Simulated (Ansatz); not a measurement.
α-phase S

These are B3LYP (VWN-RPA form) (Ansatz, a first-principles code, PAW) values and carry that method's errors.

Settings: plane-wave cutoff 500 eV, 4×4×4 k mesh, gaussian smearing 0.02 eV, scalar-relativistic PAW data made under PBE.

Cell (relaxed with r²SCAN):

S has the orthorhombic space group Fddd, origin choice 1 (No. 70), Pearson symbol oF128. Lattice parameters: a = 10.793 Å, b = 13.193 Å, c = 24.927 Å, α = β = γ = 90.00°. S1 on 32h sees 2 S at 2.053–2.058 Å (bent). S2 on 32h has 2 S at 2.056 Å (bent). S3 on 32h has 2 S at 2.056 Å (bent). S4 on 32h is coordinated by 2 S at 2.056 Å (bent). (Neighbours: up to the widest gap in distance over summed covalent radii, below 1.35, at either atom.)
(The calculation used a cell of 32 atoms; values per cell refer to that cell.)

```yaml
band_gap: 3.64 eV (on the SCF k mesh)
```

Note: the PAW data were made under another functional than the one run; cell and atoms aren't relaxed at this level (largest force component 0.20 eV/Å, pressure 1.9 GPa).

The computed numbers hold no vibrational or temperature effects.
